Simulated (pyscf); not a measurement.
`[F][MoH]([F])([F])([F])[F]` → `[FH]` + `[F][Mo]([F])([F])[F]` [singlet], a 1,1-elimination (singlet surface; F–Mo, H–Mo broken, F–H formed). Structures and frequencies: ωB97X-D3(BJ)/def2-SVP in PySCF. Energies in kcal/mol from the reactant's lowest minimum found.

AM1 to PM7: differences of heats of formation from MOPAC, which are fitted to 298 K values and so differ in kind from electronic energies by zero-point and thermal terms. 

Quick PM6 single points give ΔE‡ = 23.5 kcal/mol and ΔE = -16.0 kcal/mol. What does ωB97M-D3(BJ)/def2-TZVP give, and how far is the quick result from it?

ωB97M-D3(BJ)/def2-TZVP gives ΔE‡ = 17.0 kcal/mol and ΔE = -3.5 kcal/mol. PM6 lies 6.5 kcal/mol over it in the barrier and 12.4 kcal/mol under it in the reaction energy, so on this step it does not hold to within 3.0 kcal/mol. ωB97M-D3(BJ)/def2-TZVP has limits of its own. On the product side the descent ends in an adduct with a F–Mo contact, 4.6 kcal/mol under the separated species and 22.7 kcal/mol under the saddle at ωB97X-D3(BJ)/def2-TZVP. What is counted as broken (F–Mo) persists as a longer contact in the product adduct; parting that adduct is a step of its own. F–Mo(F)(F)–F [singlet] is an excited spin state, 14.6 kcal/mol over the triplet at ωB97X-D3(BJ)/def2-TZVP. This is the saddle that the search found; another between the same sides may lie lower. A restricted singlet here is unstable towards spin polarisation, as is usual where a triplet lies low; its energy is less safe. In the def2 sets elements past Kr carry core potentials, without spin-orbit coupling.
